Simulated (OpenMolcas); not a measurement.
**A workflow on triplet S2O**

Wanted: a single-point energy (UHF/STO-3G), then the energy (CASSCF(2,2)/STO-3G), then the energy (CASPT2(2,2)/STO-3G), then a single-point energy (SC-NEVPT2(2,2)/STO-3G), then the energy (MRCI(2,2)/STO-3G) of triplet S2O. 

The calculation is run with OpenMolcas 26.06.

3 further runs of the same task are left out: 1 for a known fault of the program, 2 set aside as unsound or not needed.

### 1 Starting point

The species is S2O (3 atoms), meant as a triplet with charge 0. SMILES of the parent species: `O=S=S`. The coordinates come from a PBE0-D4/def2-TZVP relaxation. That shape belongs to the parent species and isn't relaxed for this state.

Bond lengths: O1–S2 1.453 Å, S2–S3 1.880 Å. Angles: O1–S2–S3 117.8°.

### 2 A single-point energy at UHF/STO-3G (run 1)

step1.input

```
* OS2 Hartree-Fock
>>> EXPORT MOLCAS_PRINT=2

&GATEWAY
  BASLIB=$CurrDir
  BASISSET
  O.STO-3G....
  O1 0.451630 1.204020 0.493170 angstrom
  End of Basis
  BASISSET
  S.STO-3G....
  S2 0.529120 -0.205510 0.148940 angstrom
  S3 -0.980740 -0.998510 -0.642110 angstrom
  End of Basis

&SEWARD

&SCF
  UHF
  SPIN=3
  SCRAMBLE=0.25
  PRORBITALS=1 1
```

The basis set STO-3G is read from a file made from the Basis Set Exchange's data (not shown).

Launch:

```
$ export MOLCAS_MEM=1860
$ pymolcas step1.input > step1.log
```

Output:

```text
--- Start Module: gateway ---
[...]
--- Stop Module: gateway /rc=_RC_ALL_IS_WELL_ ---
--- Start Module: seward ---
[...]
      Basis functions           23
--- Stop Module: seward /rc=_RC_ALL_IS_WELL_ ---
--- Start Module: scf ---
[...]
       Convergence after  30 Iterations
[...]
::    Total SCF energy                               -860.0641733458
[...]
      Total spin, S                                     1.0014175511
[...]
      Total electronic charge=   40.000000
      Total            charge=   -0.000000
[...]
      Dipole Moment (debye):
      Origin of the operator (angstrom)=   -0.0903   -0.2406   -0.0986
                   X= -3.2767E-01               Y= -5.0738E-01               Z= -2.6063E-01           Total=  6.5782E-01
      Quadrupole Moment (debye*angstrom):
[...]
--- Stop Module: scf /rc=_RC_ALL_IS_WELL_ ---
[...]
```

It took 1.9 s on 1 thread of Arm Neoverse V2, shared host; peak memory 0.37 GiB.

### 3 A single-point energy at CASSCF(2,2)/STO-3G (run 2)

step2.inp

```
>>> EXPORT MOLCAS_PRINT=2
&gateway
baslib = $CurrDir
basisset
O.STO-3G....
O1 0.451630 1.204020 0.493170 angstrom
End of Basis
basisset
S.STO-3G....
S2 0.529120 -0.205510 0.148940 angstrom
S3 -0.980740 -0.998510 -0.642110 angstrom
End of Basis
&seward
&rasscf
fileorb = $CurrDir/step1.UnaOrb
spin = 3
nactel = 2 0 0
inactive = 19
ras2 = 2
orblisting = Nothing
```

The basis set STO-3G is read from a file made from the Basis Set Exchange's data (not shown).

Launch:

```
$ export MOLCAS_MEM=1860
$ pymolcas step2.inp > step2.log
```

Output:

```text
--- Start Module: gateway ---
[...]
--- Stop Module: gateway /rc=_RC_ALL_IS_WELL_ ---
--- Start Module: seward ---
[...]
      Basis functions           23
--- Stop Module: seward /rc=_RC_ALL_IS_WELL_ ---
--- Start Module: rasscf ---
[...]
      Number of active orbitals                  2
[...]
      Spin quantum number                      1.0
[...]
      Active orbitals                            2
[...]
      Number of CSFs                             1
[...]
      Number of root(s) required                 1
[...]
      Convergence after  7 iterations
[...]
      printout of CI-coefficients larger than  0.05 for root  1
      energy=    -860.062847
      conf/sym  11     Coeff  Weight
             1  uu   1.00000 1.00000
      Natural orbitals and occupation numbers for root  1
      sym 1:   1.000000   1.000000
      ************************************************************************************************************************
      *                                                    Final results                                                     *
[...]
::    RASSCF root number  1 Total energy:   -860.06284737
[...]
      Total electronic charge=   40.000000
      Total            charge=   -0.000000
[...]
      Dipole Moment (debye):
      Origin of the operator (angstrom)=   -0.0903   -0.2406   -0.0986
                   X= -3.3257E-01               Y= -5.0897E-01               Z= -2.6293E-01           Total=  6.6241E-01
      Quadrupole Moment (debye*angstrom):
[...]
--- Stop Module: rasscf /rc=_RC_ALL_IS_WELL_ ---
[...]
```

Run time: 1.6 s. Hardware: 1 thread of Arm Neoverse V2, shared host; peak memory 0.37 GiB.

### 4 The energy at CASPT2(2,2)/STO-3G (run 3)

step3.input

```
* OS2 CASPT2

&gateway
 baslib
 $CurrDir
 basisset
 O.STO-3G....
 O1 0.451630 1.204020 0.493170 angstrom
 End of Basis
 basisset
 S.STO-3G....
 S2 0.529120 -0.205510 0.148940 angstrom
 S3 -0.980740 -0.998510 -0.642110 angstrom
 End of Basis

&seward

&rasscf
 fileorb
 $CurrDir/step2.RasOrb
 spin
 3
 nactel
 2 0 0
 inactive
 19
 ras2
 2
 orblisting
 Nothing

&caspt2
 imaginary
 0.1
 frozen
 11
```

The basis set STO-3G is read from a file made from the Basis Set Exchange's data (not shown).

Launch:

```
$ export MOLCAS_MEM=1860
$ pymolcas step3.input > step3.log
```

Output:

```text
--- Start Module: gateway ---
[...]
--- Stop Module: gateway /rc=_RC_ALL_IS_WELL_ ---
[...]
      Basis functions           23
[...]
--- Start Module: rasscf ---
[...]
      Number of active orbitals                  2
[...]
      Spin quantum number                      1.0
[...]
      Active orbitals                            2
[...]
      Number of CSFs                             1
[...]
      Number of root(s) required                 1
[...]
      Convergence after  4 iterations
[...]
      printout of CI-coefficients larger than  0.05 for root  1
      energy=    -860.062847
      conf/sym  11     Coeff  Weight
             1  uu   1.00000 1.00000
      Natural orbitals and occupation numbers for root  1
      sym 1:   1.000000   1.000000
      ************************************************************************************************************************
      *                                                    Final results                                                     *
[...]
::    RASSCF root number  1 Total energy:   -860.06284737
[...]
      Total electronic charge=   40.000000
      Total            charge=   -0.000000
[...]
      Dipole Moment (debye):
      Origin of the operator (angstrom)=   -0.0903   -0.2406   -0.0986
                   X= -3.3257E-01               Y= -5.0897E-01               Z= -2.6294E-01           Total=  6.6241E-01
      Quadrupole Moment (debye*angstrom):
[...]
--- Stop Module: rasscf /rc=_RC_ALL_IS_WELL_ ---
--- Start Module: caspt2 ---
[...]
 ###    WARNING: User changed nr of frozen orbitals.                         ###
 ###############################################################################
[...]
      E2 (Variational):          -0.0505919532
      Total energy:            -860.1134393204
[...]
      Reference weight:           0.97296
[...]
::    CASPT2 Root  1     Total energy:   -860.11343932
[...]
--- Stop Module: caspt2 /rc=_RC_ALL_IS_WELL_ ---
[...]
```

Run time: 1.6 s. Hardware: 1 thread of Arm Neoverse V2, shared host; peak memory 0.37 GiB.

### 5 A single-point energy at SC-NEVPT2(2,2)/STO-3G (run 4)

step4.inp

```
&gateway
baslib=$CurrDir
basisset
O.STO-3G....
O1 0.451630 1.204020 0.493170 angstrom
End of Basis
basisset
S.STO-3G....
S2 0.529120 -0.205510 0.148940 angstrom
S3 -0.980740 -0.998510 -0.642110 angstrom
End of Basis
&seward
&rasscf
fileorb=$CurrDir/step2.RasOrb
spin=3
nactel=2 0 0
inactive=19
ras2=2
orblisting=Nothing
&caspt2
sc-nevpt2
frozen=11
```

The basis set STO-3G is read from a file made from the Basis Set Exchange's data (not shown).

Launch:

```
$ export MOLCAS_MEM=1860
$ pymolcas step4.inp > step4.log
```

Output:

```text
--- Start Module: gateway ---

                                              &GATEWAY

                       available to each process: 1.9 GB of memory, 1 thread

 Basis Set     1 Label: O.STO-3G....
 Basis set is read from library:.
 basistype.tbl is not found

 Basis Set     2 Label: S.STO-3G....
 Basis set is read from library:.
 basistype.tbl is not found

++    Symmetry information:
      ---------------------

                    Character Table for C1

                             E
                    a        1  x, y, xy, Rz, z, xz, Ry, yz, Rx, I
--

++    Basis set information:
      ----------------------

      Basis set label: O.STO-3G.........

      Electronic valence basis set:
      ------------------
      Associated Effective Charge   8.000000 au
      Associated Actual Charge      8.000000 au
      Nuclear Model: Point charge

      Shell  nPrim  nBasis  Cartesian Spherical Contaminant
         s       6       2        X
         p       3       1        X

      Basis set label: S.STO-3G.........

[... 92 lines left out ...]
      Nuclear repulsion energy =  142.34172421
[... 76 lines left out ...]
      Convergence after  4 iterations
[... 10 lines left out ...]
      printout of CI-coefficients larger than  0.05 for root  1
[... 1 line left out ...]
      conf/sym  11     Coeff  Weight
[... 6 lines left out ...]
      *                                                    Final results                                                     *
[... 6 lines left out ...]
      RASSCF energy for state  1                   -860.06284737
[... 12 lines left out ...]
::    RASSCF root number  1 Total energy:   -860.06284737
[... 29 lines left out ...]
      Dipole Moment (debye):
[... 28 lines left out ...]
      Spin density orbitals for root   1 are written to the SPDORB.1 file
[... 56 lines left out ...]
      Imaginary shift                            0.00
[... 11 lines left out ...]
++ NEVPT2 computation for group   1

********************************************************************************
 Multi-State initialization phase begins for group   1
--------------------------------------------------------------------------------
********************************************************************************
 Compute H0 matrices for state    1
--------------------------------------------------------------------------------
--------------------------------------------------------------------------------
 H0 matrices have been computed.

********************************************************************************
  NEVPT2 EQUATION SOLUTION
--------------------------------------------------------------------------------
 ###############################################################################
 ###    Location: AixRd                                                      ###
 ###    File: LUCIEX                                                         ###
 ###    Premature abort while reading buffer from disk                       ###
 ###    End of file reached                                                  ###
 ###############################################################################

--- Stop Module: caspt2 /rc=-6 ---

.########################.
.# Non-zero return code #.
.########################.

    Timing: Wall=1.38 User=1.07 System=0.30
```

Run time: 1.6 s. Hardware: 1 thread of Arm Neoverse V2, shared host; peak memory 0.37 GiB.

The run ended with an error.

### 6 A single-point energy at MRCI(2,2)/STO-3G (run 5)

step5.input

```
* OS2 MRCI

&GATEWAY
  BASLIB
  $CurrDir
  BASISSET
  O.STO-3G....
  O1 0.451630 1.204020 0.493170 angstrom
  End of Basis
  BASISSET
  S.STO-3G....
  S2 0.529120 -0.205510 0.148940 angstrom
  S3 -0.980740 -0.998510 -0.642110 angstrom
  End of Basis

&SEWARD

&RASSCF
  FILEORB
  $CurrDir/step2.RasOrb
  SPIN
  3
  NACTEL
  2 0 0
  INACTIVE
  19
  RAS2
  2
  ORBLISTING
  Nothing

&MOTRA
  LUMORB
  FROZEN
  11

&GUGA
  ELECTRONS
  18
  SPIN
  3
  INACTIVE
  8
  ACTIVE
  2
  CIALL
  1

&MRCI
  SDCI
```

The basis set STO-3G is read from a file made from the Basis Set Exchange's data (not shown).

Launch:

```
$ export MOLCAS_MEM=1860
$ pymolcas step5.input > step5.log
```

Output:

```text
--- Start Module: gateway ---
[...]
--- Stop Module: gateway /rc=_RC_ALL_IS_WELL_ ---
[...]
      Basis functions           23
[...]
      Number of active orbitals                  2
[...]
      Spin quantum number                      1.0
[...]
      Active orbitals                            2
[...]
      Number of CSFs                             1
[...]
      Number of root(s) required                 1
[...]
      Convergence after  4 iterations
[...]
      printout of CI-coefficients larger than  0.05 for root  1
      energy=    -860.062847
      conf/sym  11     Coeff  Weight
             1  uu   1.00000 1.00000
      Natural orbitals and occupation numbers for root  1
      sym 1:   1.000000   1.000000
      ************************************************************************************************************************
      *                                                    Final results                                                     *
[...]
::    RASSCF root number  1 Total energy:   -860.06284737
[...]
      Dipole Moment (debye):
      Origin of the operator (angstrom)=   -0.0903   -0.2406   -0.0986
                   X= -3.3257E-01               Y= -5.0897E-01               Z= -2.6294E-01           Total=  6.6241E-01
      Quadrupole Moment (debye*angstrom):
[...]
      *** WARNING: Default frozen orbitals is overwritten by user input.
      *** Default values:  11
[...]
--- Start Module: guga ---
[...]
--- Stop Module: guga /rc=_RC_ALL_IS_WELL_ ---
--- Start Module: mrci ---
[...]
       (But an ACPF correction will be computed)
       USE THE DEFAULT ACPF G-VALUE GFAC=  0.11111111111111110
[...]
                      CI ENERGY:  -860.12961214
[...]
                ACPF CORRECTION:    -0.00390294
[...]
      Total electronic charge=   40.000000
      Total            charge=   -0.000000
[...]
     ACPF CORRECTION:     -0.00390294
[...]
  CI State   1     Total energy:   -860.12961214     QDav:     -0.00442313     QACPF:     -0.00390294
[...]
--- Stop Module: mrci /rc=_RC_ALL_IS_WELL_ ---
[...]
```

Run time: 1.8 s. Hardware: 1 thread of Arm Neoverse V2, shared host; peak memory 0.37 GiB.

### 7 Summary of results

| quantity | value |
| --- | --- |
| run 1, UHF/STO-3G: total energy | -860.06417 Eh |
| run 1, UHF/STO-3G: dipole moment | 0.66 D |
| run 1, UHF/STO-3G: HOMO energy (highest over α and β) | -6.48 eV |
| run 1, UHF/STO-3G: LUMO energy (lowest over α and β) | 4.95 eV |
| run 1, UHF/STO-3G: ⟨S²⟩ | 2.004 |
| run 2, CASSCF(2,2)/STO-3G: total energy | -860.06285 Eh |
| run 2, CASSCF(2,2)/STO-3G: dipole moment (CASSCF density) | 0.66 D |
| run 3, CASPT2(2,2)/STO-3G: total energy | -860.11344 Eh |
| run 3, CASPT2(2,2)/STO-3G: dipole moment (CASSCF density) | 0.66 D |
| run 5, MRCI(2,2)/STO-3G: total energy | -860.12961 Eh |
| run 5, MRCI(2,2)/STO-3G: dipole moment (CASSCF density) | 0.66 D |
| run 4, SC-NEVPT2(2,2)/STO-3G | no result (crashed) |

Mulliken charges (run 1, UHF/STO-3G) run from -0.28 on O1 to +0.27 on S2. Mulliken charges (run 2, CASSCF(2,2)/STO-3G) run from -0.28 on O1 to +0.27 on S2; they depend strongly on the basis. Mulliken charges (run 3, CASPT2(2,2)/STO-3G) of the CASSCF density run from -0.28 on O1 to +0.27 on S2; they depend strongly on the basis. Mulliken charges (run 5, MRCI(2,2)/STO-3G) of the CASSCF density run from -0.28 on O1 to +0.27 on S2. 1 of the 5 runs did not end normally.
